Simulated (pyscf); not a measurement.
Optimised with ωB97X-D3(BJ)/def2-SVP in PySCF.

Problem. For the elementary gas-phase step H₃C–N(CH₃)–Ge(OH)(OH)–OH (SMILES C[N](C)[Ge]([OH])([OH])[OH]) + NH₃ (SMILES N) -> H₃C–NH–CH₃ (SMILES CNC) + H₂N–Ge(OH)(OH)–OH (SMILES [NH2][Ge]([OH])([OH])[OH]) (singlet surface; Ge–N, H–N broken, H–N, Ge–N formed), what barrier and reaction energy does ωB97M-D3(BJ)/def2-TZVP give, measured from the separated reactants?

Solution. ΔE‡ = 13.4 kcal/mol, ΔE = -0.7 kcal/mol. Zero-point energy shifts the barrier by +0.9 kcal/mol. It is a four-centre exchange, with an imaginary mode of 1336i cm⁻¹. On the reactant side the descent ends in a bound adduct, 10.7 kcal/mol under the separated species and 23.4 kcal/mol under the saddle at ωB97X-D3(BJ)/def2-TZVP. On the product side the descent ends in an adduct with a Ge–N contact (not fully relaxed), 12.2 kcal/mol under the separated species and 24.4 kcal/mol under the saddle at ωB97X-D3(BJ)/def2-TZVP. What is counted as broken (Ge–N) persists as a longer contact in the product adduct; parting that adduct is a step of its own. H₃C–NH–CH₃ lies 7.8 kcal/mol over its isomer H₃C–CH₂–NH₂ (electronic energy, ωB97M-D3(BJ)/def2-TZVP). One saddle was located; it need not be the lowest between these sides. Elements up to Kr have no core potential and no relativistic terms here.
